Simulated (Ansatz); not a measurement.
# H₂S (singlet): the correlation ladder, cc-pVTZ

The task here is to estimate one member of a computed series from the others.

Program: Ansatz 0.2.0, Gaussian basis. Level of theory: cc-pVTZ, core rule «outside noble gas», up to 5 orbitals frozen. These are calculated values, not measurements.

The runs, in order: UHF; CCSD(T) on RHF; BCCD(T) on RHF; CISD; CCSDT(Q) on RHF; CCSDTQ on RHF; CASSCF and MRCISD+Q, 8 electrons in 6 orbitals; CASSCF and NEVPT4(SD), 8 electrons in 6 orbitals; CASSCF and NEVPT2, 8 electrons in 6 orbitals.

3 further runs of the same task are left out: 3 set aside as unsound or not needed.

### The geometry

The geometry is a PBE0/def2-TZVP stationary point (not a proven minimum).

3 atoms, charge 0, spin multiplicity 1.

Atoms are counted from 1 here; the program's logs count them from 0.

Bond lengths: S1–H2 1.341 Å, S1–H3 1.341 Å. Angles: H2–S1–H3 92.3°.

Coordinates:

```mol
H2S
  3D, bonds by distance, orders not assigned

  3  2  0  0  0  0  0  0  0  0999 V2000
    0.0000   -0.0550    0.0000 S   0  0
    0.0000    0.8742   -0.9672 H   0  0
    0.0000    0.8742    0.9672 H   0  0
  1  2  8  0
  1  3  8  0
M  END
```

The first run:

Contents of in.yaml:

```yaml
crystal:
  periodic: [false, false, false]
  atoms:
    - {symbol: S, position_ang: [0.000000, -0.054959, 0.000000]}
    - {symbol: H, position_ang: [0.000000, 0.874191, -0.967203]}
    - {symbol: H, position_ang: [0.000000, 0.874188, 0.967205]}
basis:
  gaussian: {orbitals: cc-pVTZ}
magnetization: {spin_polarized: true, initial_magnetization: 0}
hamiltonian: {xc: hf}
output: {orbitals: {seedname: orbitals}}
```

The run is started by

```bash
> ansatz run in.yaml --threads 1 --pin off --events-out ev --progress --plain --max-ram 2816MiB --backend cpu
```

Among the steps run: UHF; CCSD(T) on RHF; BCCD(T) on RHF; CISD; CCSDT(Q) on RHF; CCSDTQ on RHF; CASSCF and MRCISD+Q, 8 electrons in 6 orbitals; CASSCF and NEVPT4(SD), 8 electrons in 6 orbitals; CASSCF and NEVPT2, 8 electrons in 6 orbitals.

One table of the session follows, with a row left open; its other results are not shown here.

It belongs to the step «Misses and costs». 

| method | from RCCSDTQ (kcal/mol) |
| --- | --- |
| RHF | +140.28 |
| RMP2 | ? |
| CISD | +12.66 |
| RCCSD | +5.58 |
| RCCSD(T) | +0.64 |
| BCCD(T) | +0.63 |
| RCCSDT | +0.22 |
| RCCSDT(Q) | +0.01 |
| RCCSDTQ | 0 |
| CASSCF valence | +118.49 |
| NEVPT2 valence | +26.88 |
| NEVPT4(SD) valence | +3.61 |
| MRCISD valence | +9.10 |
| MRCISD+Q valence | +1.11 |

**Question.** Estimate the row for RMP2.

The run gave: from RCCSDTQ (kcal/mol): +20.59. In the column «from RCCSDTQ (kcal/mol)» it lies between CISD (+12.66) and NEVPT2 valence (+26.88).
